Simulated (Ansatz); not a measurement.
Relaxation of BH$_{7}$NP (10 atoms, charge 0, multiplicity 1), to a largest force component of 0.03 eV/Å in at most 50 steps.

Computed with RKS r2SCAN-D4/6-31G* in Ansatz 0.2.0.

```xyz
10
Properties=species:S:1:pos:R:3:forces:R:3
B 0.631 0.363 -0.036 0.39 -0.20 -0.49
H -0.791 0.128 1.890 0.43 -0.96 -0.31
N 1.314 0.202 -1.247 -0.01 0.03 0.02
H 1.491 -0.706 -1.657 -0.01 0.00 0.01
H 1.680 0.969 -1.799 -0.03 -0.05 0.02
H 0.279 -0.639 0.519 0.03 0.03 -0.03
P 0.170 2.121 0.575 0.08 0.41 -0.11
H 0.798 2.082 1.848 0.00 0.00 0.01
H 1.229 2.830 -0.071 0.00 -0.01 0.01
H -1.176 0.604 2.248 -0.88 0.74 0.88
```

Task: Where does it end, and by what steps?

Result: It converged. The force dipped under the threshold on the way, but the program's further checks kept it going. After 20 steps the energy has fallen by 0.265 eV; H10 moved furthest, 1.07 Å.

```json
{"step": "0", "energy less start (eV)": "0.0000", "largest force component (eV/Å)": "0.960", "accepted": "yes"}
{"step": "1", "energy less start (eV)": "-0.1555", "largest force component (eV/Å)": "0.186", "accepted": "yes"}
{"step": "2", "energy less start (eV)": "-0.2163", "largest force component (eV/Å)": "0.279", "accepted": "yes"}
{"step": "3", "energy less start (eV)": "-0.2467", "largest force component (eV/Å)": "0.225", "accepted": "yes"}
{"step": "4", "energy less start (eV)": "-0.2496", "largest force component (eV/Å)": "0.469", "accepted": "yes"}
{"step": "5", "energy less start (eV)": "-0.2555", "largest force component (eV/Å)": "0.297", "accepted": "yes"}
{"step": "6", "energy less start (eV)": "-0.2492", "largest force component (eV/Å)": "0.518", "accepted": "no"}
{"step": "7", "energy less start (eV)": "-0.2604", "largest force component (eV/Å)": "0.109", "accepted": "yes"}
{"step": "8", "energy less start (eV)": "-0.2613", "largest force component (eV/Å)": "0.148", "accepted": "yes"}
{"step": "9", "energy less start (eV)": "-0.2634", "largest force component (eV/Å)": "0.049", "accepted": "yes"}
{"step": "10", "energy less start (eV)": "-0.2639", "largest force component (eV/Å)": "0.025", "accepted": "yes"}
{"step": "11", "energy less start (eV)": "-0.2642", "largest force component (eV/Å)": "0.064", "accepted": "yes"}
{"step": "12", "energy less start (eV)": "-0.2644", "largest force component (eV/Å)": "0.036", "accepted": "yes"}
{"step": "13", "energy less start (eV)": "-0.2646", "largest force component (eV/Å)": "0.023", "accepted": "yes"}
{"step": "14", "energy less start (eV)": "-0.2640", "largest force component (eV/Å)": "0.181", "accepted": "no"}
{"step": "15", "energy less start (eV)": "-0.2647", "largest force component (eV/Å)": "0.035", "accepted": "yes"}
{"step": "16", "energy less start (eV)": "-0.2647", "largest force component (eV/Å)": "0.098", "accepted": "no"}
{"step": "17", "energy less start (eV)": "-0.2648", "largest force component (eV/Å)": "0.038", "accepted": "yes"}
{"step": "18", "energy less start (eV)": "-0.2650", "largest force component (eV/Å)": "0.031", "accepted": "yes"}
{"step": "19", "energy less start (eV)": "-0.2611", "largest force component (eV/Å)": "0.425", "accepted": "no"}
{"step": "20", "energy less start (eV)": "-0.2652", "largest force component (eV/Å)": "0.017", "accepted": "yes"}
```

```xyz
10
Properties=species:S:1:pos:R:3
B 0.816 0.449 -0.234
H -1.375 0.026 2.489
N 1.452 0.212 -1.453
H 1.617 -0.721 -1.808
H 1.785 0.940 -2.071
H 0.457 -0.498 0.413
P 0.346 2.225 0.354
H 0.848 2.124 1.679
H 1.467 2.940 -0.160
H -1.787 0.257 3.062
```

Run time: 68 s on 1 thread of Arm Neoverse V2 (shared host), peak memory 0.14 GiB.
